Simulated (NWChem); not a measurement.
System: disilane (Si₂H₆); SMILES [SiH3][SiH3]

Output (shortened):

```
             Northwest Computational Chemistry Package (NWChem) 7.3.0
             --------------------------------------------------------

 S6  symmetry detected

                             Geometry "geometry" -> ""
                             -------------------------

 Output coordinates in angstroms (scale by  1.889725989 to convert to a.u.)

  No.       Tag          Charge          X              Y              Z
 ---- ---------------- ---------- -------------- -------------- --------------
    1 Si                  14.0000     0.00000000     0.00000000     1.15259551
    2 Si                  14.0000     0.00000000     0.00000000    -1.15259551
    3 H                    1.0000    -1.28151123    -0.43750113     1.71392334
    4 H                    1.0000     0.26186853     1.32857185     1.71392334
    5 H                    1.0000     1.01964271    -0.89107072     1.71392334
    6 H                    1.0000    -0.26186853    -1.32857185    -1.71392334
    7 H                    1.0000     1.28151123     0.43750113    -1.71392334
    8 H                    1.0000    -1.01964271     0.89107072    -1.71392334

 Effective nuclear repulsion energy (a.u.)      91.9172673910

      Symmetry information
      --------------------

 Group name              S6
 Group number             38
 Group order               6
 No. of unique centers     2

  pbe96 is a nonlocal functional; adding pw91lda local functional.

                           NWChem Geometry Optimization
                           ----------------------------

 maximum gradient threshold         (gmax) =   0.000450
 rms gradient threshold             (grms) =   0.000300
 maximum cartesian step threshold   (xmax) =   0.001800
 rms cartesian step threshold       (xrms) =   0.001200
 fixed trust radius                (trust) =   0.300000
 source of zmatrix                         =

          -------------------
          Energy Minimization
          -------------------

 Using diagonal initial Hessian

          --------
          Step   0

                                 NWChem DFT Module
                                 -----------------

 Summary of "ao basis" -> "ao basis" (spherical)
 ------------------------------------------------------------------------------
       Tag                 Description            Shells   Functions and Types
 ---------------- ------------------------------  ------  ---------------------
 Si                          6-31g*                  8       18   4s3p1d
 H                           6-31g*                  2        2   2s

      Symmetry analysis of basis
      --------------------------

        ag         10
        au         10
        eg+         7
        eg-         7
        eu+         7
        eu-         7

            General Information
            -------------------
          SCF calculation type: DFT
          Wavefunction type:  closed shell.
          No. of atoms     :     8
          No. of electrons :    34
           Alpha electrons :    17
            Beta electrons :    17
          Charge           :     0
          Spin multiplicity:     1
          Use of symmetry is: on ; symmetry adaption is: on
          Maximum number of iterations: 150
          AO basis - number of functions:    48
                     number of shells:    28
          Convergence on energy requested:  1.00D-06
          Convergence on density requested:  1.00D-05
          Convergence on gradient requested:  5.00D-04

              XC Information
              --------------
          PerdewBurkeErnzerhof Exchange Functional  1.000
            Perdew 1991 LDA Correlation Functional  1.000 local
           PerdewBurkeErnz. Correlation Functional  1.000 non-local

             Grid Information
             ----------------
          Grid used for XC integration:  medium
          Radial quadrature: Mura-Knowles
          Angular quadrature: Lebedev.
          Tag              B.-S. Rad. Rad. Pts. Rad. Cut. Ang. Pts.
          ---              ---------- --------- --------- ---------
          Si                  1.10       88          10.0       590
          H                   0.35       45          11.0       434
          Grid pruning is: on
          Number of quadrature shells:   133
          Spatial weights used:  Erf1

      Superposition of Atomic Density Guess
      -------------------------------------

 Sum of atomic energies:        -580.62401028

      Non-variational initial energy
      ------------------------------

 Total energy =    -581.274573
 1-e energy   =    -986.732487
 2-e energy   =     313.540647
 HOMO         =      -0.344336
 LUMO         =       0.073400

      Symmetry analysis of molecular orbitals - initial
      -------------------------------------------------

  Numbering of irreducible representations:

     1 ag          2 au          3 eg+         4 eg-         5 eu+
     6 eu-

  Orbital symmetries:

     1 au          2 ag          3 ag          4 au          5 ag
     6 eu+         7 eu+         8 eg+         9 eg+        10 au
    11 ag         12 au         13 eu+        14 eu+        15 eg+
    16 eg+        17 ag         18 eu+        19 eu+        20 au
    21 ag         22 eg+        23 eg+        24 au         25 ag
    26 eu+        27 eu+

   convergence    iter        energy       DeltaE   RMS-Dens  Diis-err
 ---------------- ----- ----------------- --------- --------- ---------
 d= 0,ls=0.0,diis     1   -582.1890333424 -6.74D+02  1.04D-02  1.44D-01
 d= 0,ls=0.0,diis     2   -582.2019841875 -1.30D-02  6.18D-03  2.49D-02
 d= 0,ls=0.0,diis     3   -582.2058083102 -3.82D-03  2.25D-03  9.99D-03
 d= 0,ls=0.0,diis     4   -582.2078926011 -2.08D-03  1.37D-04  2.86D-05
 d= 0,ls=0.0,diis     5   -582.2078992126 -6.61D-06  2.33D-05  8.27D-07
 d= 0,ls=0.0,diis     6   -582.2078993832 -1.71D-07  2.65D-06  1.21D-08

         Total DFT energy =     -582.207899383199
      One electron energy =     -989.043137215990
           Coulomb energy =      358.656573746278
    Exchange-Corr. energy =      -43.738603304523
 Nuclear repulsion energy =       91.917267391036

 Numeric. integr. density =       33.999980971602

                  Occupations of the irreducible representations
                  ----------------------------------------------

                     irrep           alpha         beta
                     --------     --------     --------
                     ag                5.0          5.0
                     au                4.0          4.0
                     eg+               4.0          4.0
                     eg-               0.0          0.0
                     eu+               4.0          4.0
                     eu-               0.0          0.0

                       DFT Final Molecular Orbital Analysis
                       ------------------------------------

[...]

      ----------------------
      Optimization converged
      ----------------------

  Step       Energy      Delta E   Gmax     Grms     Xrms     Xmax
  ---- ---------------- -------- -------- -------- -------- --------
@    7    -582.21163998 -2.4D-08  0.00001  0.00000  0.00007  0.00015
                                     ok       ok       ok       ok

                         Geometry "geometry" -> "geometry"
                         ---------------------------------

 Output coordinates in angstroms (scale by  1.889725989 to convert to a.u.)

  No.       Tag          Charge          X              Y              Z
 ---- ---------------- ---------- -------------- -------------- --------------
    1 Si                  14.0000     0.00000000     0.00000000     1.17486892
    2 Si                  14.0000     0.00000000    -0.00000000    -1.17486892
    3 H                    1.0000    -1.32994244    -0.45403529     1.70459225
    4 H                    1.0000     0.27176513     1.37878158     1.70459225
    5 H                    1.0000     1.05817731    -0.92474630     1.70459225
    6 H                    1.0000    -0.27176513    -1.37878158    -1.70459225
    7 H                    1.0000     1.32994244     0.45403529    -1.70459225
    8 H                    1.0000    -1.05817731     0.92474630    -1.70459225

 Effective nuclear repulsion energy (a.u.)      90.1362617384

      Symmetry information
      --------------------

 Group name              S6
 Group number             38
 Group order               6
 No. of unique centers     2

 ==============================================================================
                                internuclear distances
 ------------------------------------------------------------------------------
       center one      |      center two      | atomic units |  angstroms
 ------------------------------------------------------------------------------
    2 Si               |   1 Si               |     4.44036  |     2.34974
    3 H                |   1 Si               |     2.83805  |     1.50183
    4 H                |   1 Si               |     2.83805  |     1.50183
    5 H                |   1 Si               |     2.83805  |     1.50183
    6 H                |   2 Si               |     2.83805  |     1.50183
    7 H                |   2 Si               |     2.83805  |     1.50183
    8 H                |   2 Si               |     2.83805  |     1.50183
 ------------------------------------------------------------------------------
                         number of included internuclear distances:          7
 ==============================================================================
```

Level: PBE/6-31G* (spherical d). 

Reconstruct the input file.

This is not unique; one that fits is the input that was run:
```
start job
memory heap 200 mb stack 900 mb global 1100 mb
geometry units angstroms noautoz
  Si    -1.146259     0.118904    -0.020676
  Si     1.146253    -0.118974     0.020657
  H     -1.785795    -0.771342    -0.993571
  H     -1.561813     1.480480    -0.374345
  H     -1.764963    -0.177059     1.274665
  H      1.563505    -1.478208     0.376253
  H      1.786070     0.773606     0.991313
  H      1.764658     0.173977    -1.275511
end
basis spherical
  * library 6-31g*
end
dft
  xc xpbe96 cpbe96
  iterations 150
end
driver
  maxiter 150
end
task dft optimize
```
